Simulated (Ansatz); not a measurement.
Wavefunction ladder for `C=CCl`

| atom | x (Å) | y (Å) | z (Å) |
| --- | --- | --- | --- |
| C1 | 0.187 | -0.713 | -0.042 |
| C2 | -0.159 | 0.559 | -0.118 |
| Cl3 | -0.321 | 1.581 | 1.257 |
| H4 | 0.392 | -1.199 | 0.903 |
| H5 | 0.270 | -1.297 | -0.951 |
| H6 | -0.369 | 1.068 | -1.049 |

The species carries charge 0 and has multiplicity 1. Geometry: relaxed with PBE0-D4/def2-TZVP. Frozen core, restricted reference, Ansatz. CBS rows extrapolate triple and quadruple zeta.

```tsv
basis	HF (Eh)	MP2 corr.
def2-SVP	-536.74782	-0.40229
def2-TZVPP	-536.99605	-0.51536
def2-QZVPP	-537.01240	-0.55577
cc-pV(D+d)Z	-536.96460	-0.40706
cc-pV(T+d)Z	-537.00245	-0.51599
cc-pV(Q+d)Z	-537.01118	-0.55585
```

Q: Estimate the CCSD correlation energy and the (T) correction in each basis where they were run (hartree).

A: 
| basis | CCSD corr. | (T) |
| --- | --- | --- |
| def2-SVP | -0.43681 | -0.01373 |
| def2-TZVPP | -0.54839 | -0.02484 |
| def2-QZVPP | -0.58326 | -0.02809 |
| CBS(def2) | -0.60909 | -0.03050 |
| cc-pV(D+d)Z | -0.44281 | -0.01427 |
| cc-pV(T+d)Z | -0.54896 | -0.02493 |
| cc-pV(Q+d)Z | -0.58337 | -0.02807 |
| CBS(cc) | -0.60786 | -0.03030 |
